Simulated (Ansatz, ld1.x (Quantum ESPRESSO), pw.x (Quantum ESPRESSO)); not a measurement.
## osmium (Os): one change to the TM potential, in the atom and in the sc crystal

Os (Z = 76), norm-conserving Troullier–Martins (Kleinman–Bylander form), made with ld1.x (Quantum ESPRESSO) 7.5 (PBEsol, scalar-relativistic). Core [Xe] 4f14, reference 5d6 6s2 6p0. Waves: 6s (bound): rc 2.10 bohr; 5d (bound): rc 1.35 bohr; 6p (bound, empty): rc 3.85 bohr. Local part: the p channel. Core correction: a·sin(br)/r model core, default radius (core density twice the valence density).

Change: all radii but the core radius scaled by about 1.04 (s 2.18, p 4.00, d 1.40 bohr).

Cutoffs, loose and tight: the cutoffs (Ry, on a coarse ladder) from which the occupation-weighted sum of valence levels, in a spherical-Bessel basis at the reference potential, stays within 10 and 1 mRy of its value at 400 Ry. They do not see the model core or the augmentation charge, which bear on the density cutoff. Test errors are all-electron minus pseudo excitation energies from the reference, over the configurations 5d6 6s1 6p0; 5d6 6s0 6p0; 5d5 6s0 6p0; 5d7 6s0 6p0; 5d5 6s2 6p1; 5d5 6s2 6p0; 5d6 6s0 6p1; variants that change the core or the reference have their own tests.

Crystal test: sc Os in pw.x 7.5, no spin, 13³ k-points, Fermi–Dirac smearing 0.01 Ry, cutoffs set for each file from its atomic test. The reference is all-electron LAPW (Ansatz 0.2.0) with the same functional, mesh and smearing; V0 and B0 come from Birch–Murnaghan fits to the pressures at five volumes. Errors are pseudo minus all-electron; Δ is the rms difference of the E(V) curves that follow from these fits, minima aligned, over ±6 % about the mean V0. Mesh and smearing are coarse, so the numbers serve the comparison and aren't converged zero-temperature values; the lattice is a test structure that the element need not adopt.

All-electron: a0 = 2.531 Å (V0 = 16.22 Å³/atom), B0 = 294.0 GPa.

**Question.** Does the change bring the crystal closer to the all-electron result?

**Answer.** The mean pressure error goes from +32.48 to +26.71 GPa, so the change moves the solid closer to the all-electron pressures. Neither pressure curve crosses zero within the volumes sampled, so no fits are given.

```tsv
quantity	base	changed
outcome (atom)	generated	generated
cutoff, loose (atom)	35 Ry	35 Ry
cutoff, tight (atom)	70 Ry	70 Ry
bound ghosts (atom)	none	none
largest test error (meV) (atom)	-132 over the solved tests; 1 of 7 tests not solved or not reliable	-138 over the solved tests; 1 of 7 tests not solved or not reliable
cutoffs in pw.x (Ry)	85/340	85/340
mean pressure error (GPa)	+32.48	+26.71
```

Base: The largest radius (3.85 bohr) exceeds half the bond length (2.39 bohr), so the spheres overlap, which is one possible source of error among others. This is a poor potential for the solid. Atomic configuration tests: 1 of 7 tests not solved or not reliable. Changed file: The largest radius (4.00 bohr) exceeds half the bond length (2.39 bohr), so the spheres overlap, which is one possible source of error among others. This is a poor potential for the solid. Atomic configuration tests: 1 of 7 tests not solved or not reliable. The logarithmic derivative shows an extra or strongly shifted pseudo pole above the reference energy (s near 1.33 Ry). The atomic cutoffs weigh occupied waves only.
